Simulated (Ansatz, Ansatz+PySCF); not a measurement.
```xyz
8

B     0.0000    0.0000    0.9513
B     0.0000    0.0000   -0.9513
H     1.0728    0.0000    0.0000
H    -1.0728    0.0000    0.0000
H     0.0000    1.1357    1.5840
H     0.0000   -1.1357    1.5840
H     0.0000    1.1357   -1.5840
H     0.0000   -1.1357   -1.5840
```

RHF-MP2 on singlet B2H6 was run in several spherical basis sets with Ansatz (development build ahead of 0.2.0). Frozen core: 2 orbitals. Caution for RHF-MP2: no unrestricted run beside it, a lower state can exist.

(1) Rank the basis sets by the total energy that they give, lowest first, with the distance from the lowest.
A. 6-31G(d)
B. cc-pVDZ
C. def2-TZVP
D. def2-SVP
E. cc-pVTZ

Results:

(1) E (0.00 eV), C (0.37 eV), B (1.54 eV), D (2.60 eV), A (2.89 eV).

Totals follow the description of the cores as much as that of the bonds, so this order isn't one of quality for chemistry.
